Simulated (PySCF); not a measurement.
## Nonlinear optical response: `C(C)=C=C(F)Cl`, C4H4ClF

Geometry (Å), atoms numbered from 1 in this order:
```xyz
10

C    -1.5644   -0.2556   -0.4526
C    -0.5009    0.5693    0.1945
C     0.7452    0.2162    0.3271
C     1.9899   -0.1264    0.4344
F     2.4830   -0.7915    1.4792
Cl    3.1969    0.2165   -0.7344
H    -1.1686   -1.2014   -0.8198
H    -2.3694   -0.4611    0.2589
H    -2.0095    0.2913   -1.2888
H    -0.8043    1.5412    0.5845
```

The calculation used PySCF 2.14.0, quadratic response CAM-B3LYP/def2-TZVPD first hyperpolarisability, Taylor convention, gas phase. Geometry: PBE0-D3(BJ)/def2-TZVP.

Question: Give β for the processes computed.

Answer: In au, Taylor convention; the vector part is βᵢ = ⅓ Σⱼ (βᵢⱼⱼ + βⱼᵢⱼ + βⱼⱼᵢ); β∥ is 3/5 of the vector part along the dipole, the dipole points from − to +:
| process | λ (nm) | β vector norm | β∥ | β HRS | depolarisation ratio |
| --- | --- | --- | --- | --- | --- |
| static β(0;0,0) | ∞ | 129.0 | -74.1 | 49.8 | 6.58 |
| second harmonic β(−2ω;ω,ω) | 1907 | 134.7 | -77.7 | 52.0 | 6.57 |
| Pockels β(−ω;ω,0) | 1907 | 130.8 | -75.3 | – | – |
| second harmonic β(−2ω;ω,ω) | 1064 | 149.3 | -86.6 | 57.5 | 6.50 |
| Pockels β(−ω;ω,0) | 1064 | 135.2 | -77.9 | – | – |

Question: Which lowest excitations, dipole and polarisabilities go with it?

Answer: S1 4.73 eV (f = 0.000); S2 6.48 eV (f = 0.015); S3 6.50 eV (f = 0.005); dipole 2.75 D; isotropic α 69.5 au static, 69.8 au at 1907 nm, 70.3 au at 1064 nm, 70.5 au at 953.5 nm, 72.9 au at 532 nm.
